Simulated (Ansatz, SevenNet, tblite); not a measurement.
# How well does each level of theory give the elastic constant C12 of diamond?

Reference value: 125 GPa (measured, low temperature, zero-point motion not removed; as tabulated in Tanner et al. (2021), arXiv:2110.11888).

```tsv
level (code)	value (GPa)	cell (Å³/atom)	difference (%)
GFN2-xTB (tblite)	266	5.54	+113
SevenNet-0	267	5.69	+114
LDA (Ansatz)	149	5.51	+19.2
PBE (Ansatz)	125	5.70	0.0
r²SCAN (Ansatz)	120	5.64	-4.0
PBE0 (Ansatz)	137	5.57	+9.6
```

Once the reference is moved by up to 5.0 % (a margin picked here for doubts on the reference and the settings, and for temperature and zero-point motion) and values within 1.7 % count as equal, the nearest can be PBE (0.0 %), r²SCAN (-4.0 %) or PBE0 (+9.6 %). By the same margin the farthest can be SevenNet-0 (+114 %) or GFN2-xTB (+113 %).

The measured value isn't corrected to a static lattice, so vibrations enter the comparison.  GFN2-xTB: the method was fitted mainly to molecules. GFN2-xTB: the run uses a supercell at the zone centre in place of a k mesh. Each level is taken at its own relaxed cell. Cutoffs and k meshes differ between the levels. Ansatz's density-functional and Hartree–Fock values are scalar-relativistic unless marked +SOC, with PAW data made under PBE.

Machine-learned potentials (SevenNet-0) are trained on DFT data: a solid inside that data is no test of them.

Differences are worked out from the printed values.

Ansatz is a first-principles code.
